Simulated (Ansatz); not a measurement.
Results of HSE06 (PAW; Ansatz, a first-principles code) for grey tin (α-Sn).

A relaxed, unreconstructed slab of the (100) face has 8 atoms, two equal faces of 21.565 Å² each and an energy of -48223.9722 eV. A bulk cell of 4 atoms with the same orientation and in-plane k mesh has -24113.4408 eV. Energies are extrapolated to zero smearing.

Numerical settings: plane-wave cutoff 500 eV, 6×6×1 k mesh (along the axes of the cell as run), Fermi–Dirac smearing 0.1 eV, scalar-relativistic PAW data made under PBE.

Worked out: γ = (E_slab − N E_bulk per atom)/2A = [-48223.9722 − 8 × (-24113.4408/4)]/(2 × 21.565) = 0.0675 eV/Å². With 16.022 J/m² per eV/Å² this is 1.08 J/m², or 1.45 eV per surface cell and face.

Note: exact exchange on metals is sensitive to the k mesh and can open a false gap; the run warned that its exchange threshold was loose for the stress.
